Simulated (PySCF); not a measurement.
Compound: C₅H₆S.
Atom-mapped SMILES: `[CH:1]#[C:2]/[CH:3]=[CH:4]\[S:5][CH3:6]` (hydrogens: H7 on C1; H8 on C3; H9 on C4; H10, H11, H12 on C6)

Theory: PBE0-D3(BJ)/def2-SVP geometry optimisation, gas phase in PySCF 2.14.0.

What internal coordinates does the optimisation give?

```tsv
bond	length (Å)
C1≡C2	1.216
C2–C3	1.419
C3=C4	1.353
C4–S5	1.729
S5–C6	1.802
C1–H7	1.074
C3–H8	1.096
C4–H9	1.096
C6–H10, C6–H11, C6–H12	1.098
```

Bonds in one row agree within 0.01 Å and their mean is given. A selection of angles:
```tsv
angle	degrees
C2–C1–H7	179.2
C1–C2–C3	175.2
C2–C3–C4	129.8
C2–C3–H8	114.6
C4–C3–H8	115.5
C3–C4–S5	134.6
C3–C4–H9	116.8
S5–C4–H9	108.7
C4–S5–C6	106.3
S5–C6–H10	105.0
S5–C6–H11	111.5
H10–C6–H11	109.5
```

Torsions: C2–C3–C4–S5 0° (synperiplanar); C3–C4–S5–C6 0° (synperiplanar).

The 6 heavy atoms lie in one plane (0.003 Å rms). The 2 C–S bonds span 1.729 Å (C4–S5, drawn single) to 1.802 Å (S5–C6, drawn single), a spread of 0.073 Å. The C–C distances run from 1.216 Å (C1≡C2, drawn triple) to 1.419 Å (C2–C3, drawn single), a spread of 0.203 Å. Of the pairs four or more bonds apart, C2···C6 is among the closest relative to their van der Waals radii: 3.11 Å, 92 % of the sum of Bondi's values.

Point group: Cs (every atom within 0.08 Å of its image). Stationary, but not proved a minimum. One conformer, not necessarily the lowest.
